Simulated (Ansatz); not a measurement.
Born–Oppenheimer molecular dynamics of AlBH6Si (9 atoms, charge 0, multiplicity 1). It starts from a relaxed structure.

All numbers below come from Ansatz, RKS PBE0-D4/6-31G*.

```yaml
ensemble: NVT, Langevin thermostat
time_step: 0.25 fs
steps_asked: 250
set_temperature: 1000 K
friction: 0.005 /fs
seed: 154822
```

First frame:

```xyz
9
Properties=species:S:1:pos:R:3
B -1.160 1.043 -1.615
Al 0.266 0.887 -0.056
Si 0.669 -1.217 1.163
H -0.896 0.798 -2.762
H -2.302 1.368 -1.428
H 1.162 2.145 0.369
H 1.994 -1.793 0.771
H -0.356 -2.273 0.900
H 0.712 -1.004 2.642
```

**Question.** How far do the bonds stretch over the last three quarters of this one trajectory? (Pairs bonded in most of those frames.)

**Answer.** 
```csv
bond,mean (Å),spread (Å),shortest,longest
B1–Al2,2.147,0.100,2.02,2.28
B1–H4,1.221,0.081,1.09,1.35
B1–H5,1.207,0.011,1.19,1.23
Al2–Si3,2.489,0.063,2.40,2.56
Al2–H6,1.624,0.028,1.58,1.68
Si3–H7,1.511,0.090,1.36,1.64
Si3–H8,1.531,0.122,1.34,1.71
Si3–H9,1.503,0.035,1.44,1.56
```

Mean temperature of the second half: 578 K. The mean temperature of the second half is 42 % below the set value. A run of 0.062 ps of so small a system gives no equilibrium averages.

Time of the run: 4.3 min on 1 thread of Intel(R) Xeon(R) 6975P-C (Granite Rapids), on a shared host, peak memory 0.13 GiB.
